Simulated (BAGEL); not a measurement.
# NEVPT2(7,7)/cc-pVTZ (density fitting with qzvpp-jkfit) run of [NH3]+ (SMILES [NH3+])

Aim: the energy change on altering one bond length of [NH3]+ at NEVPT2(7,7)/cc-pVTZ (density fitting with qzvpp-jkfit), from 2 runs. 

The calculation is run with BAGEL 1.2.2.

2 further runs of the same task are left out: 2 set aside as unsound or not needed.

## (1) The molecule

[NH3]+: 4 atoms, total charge +1, spin state doublet. SMILES: `[NH3+]`. Geometry: relaxed at GFN2-xTB.

Bond lengths: N1–H2 1.028 Å, N1–H3 1.028 Å, N1–H4 1.028 Å. Angles: H2–N1–H3 120.0°, H2–N1–H4 120.0°, H3–N1–H4 120.0°.

## (2) The energy at NEVPT2(7,7)/cc-pVTZ (density fitting with qzvpp-jkfit)

File input.json:

```json
{ "bagel" : [

{
  "title" : "molecule",
  "basis" : "cc-pvtz.json",
  "df_basis" : "qzvpp-jkfit",
  "angstrom" : true,
  "geometry" : [
    { "atom" : "N", "xyz" : [    0.000140,   -0.000820,   -0.000330 ] },
    { "atom" : "H", "xyz" : [    0.510700,   -0.238750,    0.859300 ] },
    { "atom" : "H", "xyz" : [   -0.995460,   -0.239520,   -0.089810 ] },
    { "atom" : "H", "xyz" : [    0.484620,    0.479080,   -0.769160 ] }
  ]
},
{
  "title" : "hf",
  "charge" : 2
},
{
  "title" : "casscf",
  "nstate" : 1,
  "nact" : 7,
  "nclosed" : 1,
  "charge" : 1,
  "nspin" : 1,
  "maxiter" : 200,
  "natocc" : true
},
{
  "title" : "nevpt2",
  "nstate" : 1,
  "nact" : 7,
  "nclosed" : 1,
  "charge" : 1,
  "nspin" : 1,
  "maxiter" : 200,
  "natocc" : true,
  "ncore" : 1
}

]}
```

The basis set cc-pVTZ is read from a file made from the Basis Set Exchange's data (not shown).

On the command line:

```
BAGEL_NUM_THREADS=1 BAGEL input.json > input.out
```

Output:

```text
* using 1 threads per process

  ===============================================================
  ===============================================================

  *** Geometry ***

  { "atom" : "N", "xyz" : [      0.000265,     -0.001550,     -0.000624 ] },
  { "atom" : "H", "xyz" : [      0.965083,     -0.451172,      1.623842 ] },
  { "atom" : "H", "xyz" : [     -1.881147,     -0.452627,     -0.169716 ] },
  { "atom" : "H", "xyz" : [      0.915799,      0.905330,     -1.453502 ] },

  Number of auxiliary basis functions:      131

  Since a DF basis is specified, we compute 2- and 3-index integrals:
    o Being stored without compression. Storage requirement is 0.005 GB

  Number of basis functions:       72
  Number of electrons      :       10

    * METHOD: MOLECULE                             0.03

  *** RHF ***

  === Nuclear Repulsion ===
    11.7049204604

      * DIIS with orbital gradients will be used.

  === RHF iteration (cc-pvtz.json) ===
      0        -54.99653619          0.02257769           0.00
      1        -55.06094415          0.00392733           0.00
      2        -55.06419947          0.00113928           0.00
      3        -55.06439342          0.00015443           0.00
      4        -55.06439611          0.00001359           0.00
      5        -55.06439614          0.00000208           0.00
      6        -55.06439614          0.00000009           0.00
      7        -55.06439614          0.00000001           0.00
    * SCF iteration converged.

    * Permanent dipole moment:
           (    0.000133,    -0.000970,    -0.000414) a.u.

    * METHOD: HF                                   0.04

  ---------------------------
      CASSCF calculation
  ---------------------------

    * nstate   :      1
    * nclosed  :      1
    * nact     :      7
    * nvirt    :     64
  === CASSCF iteration (cc-pvtz.json) ===

    * Using the second-order algorithm

      0  0       -55.89653069     1.94e-02      0.01

      1  0       -55.95309735     2.56e-03      0.03

      2  0       -55.97027006     7.53e-04      0.03

      3  0       -55.97096031     2.84e-04      0.03

      4  0       -55.97096862     8.09e-05      0.03

      5  0       -55.97096911     2.26e-05      0.03

      6  0       -55.97096915     6.37e-06      0.03

      7  0       -55.97096915     1.83e-06      0.04

      8  0       -55.97096915     5.30e-07      0.03

      9  0       -55.97096915     1.55e-07      0.03

     10  0       -55.97096915     4.59e-08      0.03

     11  0       -55.97096915     1.37e-08      0.03

     12  0       -55.97096915     4.07e-09      0.03

    * Second-order optimization converged. *

     guess   0:   closed 111....              open ...1...

  === FCI iteration ===

      0  0       -55.89636143     1.22e-02      0.00
      1  0       -55.96679848     3.23e-03      0.00
      2  0       -55.97079646     6.64e-04      0.00
      3  0       -55.97096068     1.40e-04      0.00
      4  0       -55.97096866     3.72e-05      0.00
      5  0       -55.97096915     5.05e-06      0.00
      6  0       -55.97096915     6.77e-07      0.00
      7  0       -55.97096915     9.79e-08      0.00
      8  0       -55.97096915     1.21e-08      0.00
      9  0       -55.97096915     2.05e-09      0.00
     10  0       -55.97096915     2.95e-10      0.00
     11  0 *     -55.97096915     4.13e-11      0.00

     * ci vector, state   0, <S^2> = 0.7500
       222a...    -0.9832168324
       22.a.2.    -0.0629392121
       2.2a..2    -0.0629057300
       a22ba..     0.0523487776

    * METHOD: CASSCF                               0.39

    * freezing 1 orbital

  === DF-NEVPT2 calculation ===

    * 3-index integral transformation done
    * assembly done

      NEVPT2 correlation energy:   -0.1099261134      0.03

          (+0)      0.0000000000
          (+0)'     0.0000000000
          (+1)      0.0000000000
          (+1)'     0.0000000000
          (+2)      0.0000000000
          (-1)      0.0000000000
          (-1)'    -0.0449657938
          (-2)     -0.0649603195

      NEVPT2 total energy:        -56.0808952675

    * METHOD: NEVPT2                               1.71

  ===============================================================
```

It took 2.5 s on 1 thread of Intel Xeon 6975P-C (Granite Rapids), shared host; peak memory 0.2 GiB.

## (3) The distorted shape

File input.json:

```json
{ "bagel": [

{
  "title": "molecule",
  "basis": "cc-pvtz.json",
  "df_basis": "qzvpp-jkfit",
  "angstrom": true,
  "geometry": [
    { "atom": "N", "xyz": [      -0.145212,      -0.144798,       0.230332 ] },
    { "atom": "H", "xyz": [       0.365348,      -0.382728,       1.089962 ] },
    { "atom": "H", "xyz": [      -1.140812,      -0.383498,       0.140852 ] },
    { "atom": "H", "xyz": [       0.484620,       0.479080,      -0.769160 ] }
  ]
},

{
  "title": "hf",
  "charge": 2
},

{
  "title": "casscf",
  "nstate": 1,
  "nact": 7,
  "nclosed": 1,
  "charge": 1,
  "nspin": 1,
  "maxiter": 200,
  "natocc": true
},

{
  "title": "nevpt2",
  "nstate": 1,
  "nact": 7,
  "nclosed": 1,
  "charge": 1,
  "nspin": 1,
  "maxiter": 200,
  "natocc": true,
  "ncore": 1
}

]}
```

The basis set cc-pVTZ is read from a file made from the Basis Set Exchange's data (not shown).

On the command line:

```
BAGEL_NUM_THREADS=1 BAGEL input.json > input.out
```

Output:

```text
* using 1 threads per process

  ===============================================================
  ===============================================================

  *** Geometry ***

  { "atom" : "N", "xyz" : [     -0.274411,     -0.273629,      0.435264 ] },
  { "atom" : "H", "xyz" : [      0.690408,     -0.723251,      2.059730 ] },
  { "atom" : "H", "xyz" : [     -2.155822,     -0.724706,      0.266172 ] },
  { "atom" : "H", "xyz" : [      0.915799,      0.905330,     -1.453502 ] },

  Number of auxiliary basis functions:      131

  Since a DF basis is specified, we compute 2- and 3-index integrals:
    o Being stored without compression. Storage requirement is 0.005 GB

  Number of basis functions:       72
  Number of electrons      :       10

    * METHOD: MOLECULE                             0.02

  *** RHF ***

  === Nuclear Repulsion ===
    10.7940646165

      * DIIS with orbital gradients will be used.

  === RHF iteration (cc-pvtz.json) ===
      0        -54.97897575          0.02152082           0.00
      1        -55.04406784          0.00440157           0.00
      2        -55.04819598          0.00121442           0.00
      3        -55.04845199          0.00015328           0.00
      4        -55.04845494          0.00001419           0.00
      5        -55.04845497          0.00000238           0.00
      6        -55.04845497          0.00000028           0.00
      7        -55.04845497          0.00000017           0.00
      8        -55.04845497          0.00000008           0.00
      9        -55.04845497          0.00000001           0.00
    * SCF iteration converged.

    * Permanent dipole moment:
           (   -0.202364,    -0.201672,     0.320921) a.u.

    * METHOD: HF                                   0.04

  ---------------------------
      CASSCF calculation
  ---------------------------

    * nstate   :      1
    * nclosed  :      1
    * nact     :      7
    * nvirt    :     64
  === CASSCF iteration (cc-pvtz.json) ===

    * Using the second-order algorithm

      0  0       -55.85955917     1.70e-02      0.01

      1  0       -55.91517998     2.67e-03      0.03

      2  0       -55.93119452     7.01e-04      0.03

      3  0       -55.93166358     2.18e-04      0.04

      4  0       -55.93166928     6.27e-05      0.03

      5  0       -55.93166964     1.83e-05      0.03

      6  0       -55.93166967     5.43e-06      0.03

      7  0       -55.93166967     1.64e-06      0.03

      8  0       -55.93166967     4.99e-07      0.03

      9  0       -55.93166967     1.53e-07      0.03

     10  0       -55.93166967     4.73e-08      0.03

     11  0       -55.93166967     1.47e-08      0.03

     12  0       -55.93166967     4.59e-09      0.03

    * Second-order optimization converged. *

     guess   0:   closed 111....              open ...1...

  === FCI iteration ===

      0  0       -55.84548073     1.21e-02      0.00
      1  0       -55.92473962     3.77e-03      0.00
      2  0       -55.93132769     8.85e-04      0.00
      3  0       -55.93165042     1.99e-04      0.00
      4  0       -55.93166788     5.96e-05      0.00
      5  0       -55.93166958     1.45e-05      0.00
      6  0       -55.93166967     2.45e-06      0.00
      7  0       -55.93166967     4.39e-07      0.00
      8  0       -55.93166967     8.38e-08      0.00
      9  0       -55.93166967     1.59e-08      0.00
     10  0       -55.93166967     3.35e-09      0.00
     11  0       -55.93166967     7.11e-10      0.00
     12  0       -55.93166967     2.02e-10      0.00
     13  0 *     -55.93166967     6.44e-11      0.00

     * ci vector, state   0, <S^2> = 0.7500
       222a...    -0.9756222631
       22.a2..    -0.1294748396
       2.2a.2.    -0.0644107165
       22aba..     0.0568503472

    * METHOD: CASSCF                               0.40

    * freezing 1 orbital

  === DF-NEVPT2 calculation ===

    * 3-index integral transformation done
    * assembly done

      NEVPT2 correlation energy:   -0.1076183580      0.02

          (+0)      0.0000000000
          (+0)'     0.0000000000
          (+1)      0.0000000000
          (+1)'     0.0000000000
          (+2)      0.0000000000
          (-1)      0.0000000000
          (-1)'    -0.0461790532
          (-2)     -0.0614393048

      NEVPT2 total energy:        -56.0392880286

    * METHOD: NEVPT2                               1.09

  ===============================================================
```

It took 1.9 s on 1 thread of Intel Xeon 6975P-C (Granite Rapids), shared host; peak memory 0.2 GiB.

## (4) Results

Level: NEVPT2(7,7)/cc-pVTZ (density fitting with qzvpp-jkfit), 1 core orbital frozen.

| quantity | value |
| --- | --- |
| first shape: total energy | -56.08090 Eh |
| distorted shape: total energy | -56.03929 Eh |
| energy change with the N1–H4 bond stretched from 1.028 to 1.336 Å | 1.132 eV |

What this shows: With the N1–H4 bond stretched from 1.028 to 1.336 Å the energy rises by 1.13 eV (109 kJ/mol). The first shape isn't relaxed at this level, so the change isn't measured from a minimum.
